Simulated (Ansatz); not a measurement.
Species: C2H3O, charge 0, doublet. C2H3O (SMILES C(=O)[CH2], doublet).
B3LYP-D3(BJ)/def2-TZVP minimum from Ansatz (an electronic-structure program):
```xyz
6

O      1.0886     0.2494    -0.4273
C      0.0466     0.3623     0.2203
H     -0.0990     1.2298     0.8885
C     -1.0108    -0.5831     0.1583
H     -1.9128    -0.4520     0.7415
H     -0.9117    -1.4488    -0.4833
```
Charge 0, spin multiplicity 2.

Total energies in aug-cc-pVDZ, 17 correlated electrons, 3 frozen orbitals. UHF or UKS for unpaired electrons; spin-orbit terms are left out. Correlated methods leave the cores frozen. No relativity. The UHF reference of C2H3O ([CH2]C=O, doublet) is spin-contaminated (<S^2> up to 0.17 over the pure value in the sets run).

| method | program | energy (Eh) | minus CCSDT(Q) (mEh) |
|---|---|---|---|
| HF | Ansatz | -152.32295 | 484.88 |
| MP2 | Ansatz | -152.74908 | 58.75 |
| CCSD | Ansatz | -152.78894 | 18.89 |
| CCSD(T) | Ansatz | -152.80509 | 2.74 |
| CCSDT(Q) | Ansatz | -152.80782 | 0.00 |

Rough core times of Ansatz's runs on a shared machine: CCSD(T) 50 s, CCSDT(Q) 80 min.
